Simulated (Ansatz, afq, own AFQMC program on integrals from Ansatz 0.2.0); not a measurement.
AFQMC on a folder of integrals that Ansatz 0.2.0 wrote.

```yaml
crystal:
  periodic: [false, false, false]
  atoms:
    - {symbol: S, position_ang: [0.000000, -0.039104, 0.000000]}
    - {symbol: H, position_ang: [0.000000, 1.318376, 0.000000]}
    - {symbol: H, position_ang: [0.000000, -0.037193, 1.520127]}
    - {symbol: H, position_ang: [0.000000, -0.037193, -1.520127]}
basis:
  gaussian: {orbitals: cc-pVDZ}
total_charge: 1
magnetization: {spin_polarized: false}
correlation: {method: ccsd_t, electrons: outside_noble_gas, hamiltonian_folder: ham}
```

```sh
$ ansatz run in.yaml --threads 1 --pin off --events-out ev --progress --plain --max-ram 1843MiB
```

Options of the walk:

```
--method free --trial cisd --walkers 150 --time-step 0.03 --max-blocks 80 --target-error 0.00034 --factor-cut 1e-05 --seed 3182 --times 0,0.3,0.6,1.2,1.8,2.4,3.6,4.8,6 --taylor-order 8
```

Times are imaginary, in 1/Eh. The walk had a cap of 537 s.

```
orbitals 28  electrons 4 4  factors 207 of 325
reference energy -398.84104269 Eh
CCSD correlation -0.18363540 Eh in 9 cycles, weight of the determinant in the CISD state 0.9042
repeat  energy at the last time / Eh  error
    10  -399.030827  0.001621
    20  -399.030848  0.000871
    30  -399.030814  0.000643
    40  -399.030541  0.000512
    50  -399.030576  0.000430
    60  -399.030758  0.000397
    70  -399.030839  0.000349
    80  -399.030711  0.000327
time / (1/Eh)  energy / Eh  error  mean overlap
  0.00  -399.024813  0.000091  1.1076
  0.30  -399.027979  0.000125  1.1089
  0.60  -399.029163  0.000114  1.1094
  1.20  -399.029922  0.000128  1.1150
  1.80  -399.030134  0.000123  1.1233
  2.40  -399.030535  0.000152  1.1119
  3.60  -399.030149  0.000175  1.1282
  4.80  -399.030281  0.000274  1.1098
  6.00  -399.030711  0.000327  1.1165
energy -399.030711 +/- 0.000327 Eh
```

(1) Estimate how long the walk took on 1 thread of Arm Neoverse V1, on a shared host.

The run passed its tests (error under three times the target), which doesn't prove that it has relaxed.

Against this walk (error 8.9 meV) on the same determinant: CCSD(T) 38.9 meV higher, CCSDT(Q) 13.2 meV higher (within the noise). The error is statistical, and a free projection of finite length keeps a remainder of its start.

Cautions: remainder of the start not in the error.

## Answers

(1) 2.6 min of wall time.

CCSDT and higher add their correlation energy to the determinant of the CCSD(T) run, since their own runs factorise the integrals more tightly (a shift of under 2 meV). A walk keeps the symmetry of its determinant, which the program's search chose and which needn't be the lowest solution, so a lower state of the same spin and another symmetry isn't excluded.
